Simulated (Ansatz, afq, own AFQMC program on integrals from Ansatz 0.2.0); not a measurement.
AFQMC on a folder of integrals that Ansatz 0.2.0 wrote.

```yaml
crystal:
  periodic: [false, false, false]
  atoms:
    - {symbol: Ta, position_ang: [0.000000, 0.000000, 0.000000]}
    - {symbol: Cl, position_ang: [0.000000, 0.000000, 2.875200]}
basis:
  gaussian: {orbitals: def2-SVP}
magnetization: {spin_polarized: true, initial_magnetization: 6}
correlation: {method: ccsd_t, electrons: outside_noble_gas, hamiltonian_folder: ham}
```

```sh
$ ansatz run in.yaml --threads 1 --pin off --events-out ev --progress --plain --max-ram 1382MiB
```

Options of the walk:

```
--method phaseless --trial hf --walkers 120 --populations 1 --least-time 40 --time-step 0.005 --steps-per-block 20 --equilibration-blocks 160 --max-blocks 600 --target-error 0.00126 --factor-cut 1e-05 --start spin_pure --seed 7408 --taylor-order 6
```

Times are imaginary, in 1/Eh. The walk had a cap of 1773 s. Core potentials past Kr, no spin–orbit coupling.

Log:

```
orbitals 41  electrons 9 3  factors 314 of 475
reference energy -515.59198560 Eh
CCSD correlation -0.17642025 Eh in 19 cycles, weight of the determinant in the CISD state 0.9176
energy of the start -515.592066 Eh
 block  time / (1/Eh)  mean weight  energy / Eh
     1     0.100  1.0013  -515.628125
     2     0.200  1.0014  -515.656307
     3     0.300  1.0023  -515.681039
     4     0.400  1.0018  -515.709589
     5     0.500  1.0022  -515.713198
     8     0.800  0.9993  -515.733243
    20     2.000  0.9994  -515.776761
    77     7.700  0.9979  -515.765823
   134    13.400  1.0002  -515.773497
   191    19.100  0.9986  -515.762873
   248    24.800  1.0016  -515.756488
   305    30.500  0.9989  -515.758505
   362    36.200  1.0006  -515.761123
   400    40.000  1.0013  -515.800190
   419    41.900  1.0028  -515.769258
   457    45.700  0.9998  -515.737881
   476    47.600  0.9984  -515.774164
   533    53.300  0.9994  -515.759288
   590    59.000  1.0009  -515.755987
   647    64.700  0.9990  -515.764746
   704    70.400  0.9997  -515.754961
   742    74.200  0.9988  -515.767000
blocks merged  error / Eh  count
     1  0.000558  600
     2  0.000738  300
     4  0.000954  150
     8  0.001204  75
    16  0.001389  37
    32  0.001595  18
    64  0.001769  9
energy -515.764870 +/- 0.001595 Eh
(rows thinned)
```

The run passed its tests (sampling time, drift between the halves within three errors, error under three times the target), which doesn't prove that it has relaxed. The second half of the sampling lies above the first by 1.5 errors of their difference, so the energy may still be moving and its error bar be too small.

Against this walk (error 43.4 meV) on the same determinant: CCSD(T) 158.3 meV lower, CCSDT(Q) 178.2 meV lower, a separate phaseless walk with a CISD trial and standard settings 149.7 ± 44.0 meV lower. The error is statistical and leaves out the bias of the constraint. CCSDT(Q) is the surest value here, so the walk's 178 meV above it is most likely the bias of the constraint with this trial, which can have either sign.

Cautions: constraint bias not in the error; error above the target (43.4 against 34.3 meV); no spin-orbit coupling; outer-core shells of the metal frozen; another spin lies lower.

The walk took 7.3 min on 1 thread of Arm Neoverse V1, with other jobs on the host. The log's last line is the phaseless energy.

CCSDT and higher add their correlation energy to the determinant of the CCSD(T) run, since their own runs factorise the integrals more tightly (a shift of under 2 meV). A walk keeps the symmetry of its determinant, which the program's search chose and which needn't be the lowest solution, so a lower state of the same spin and another symmetry isn't excluded.
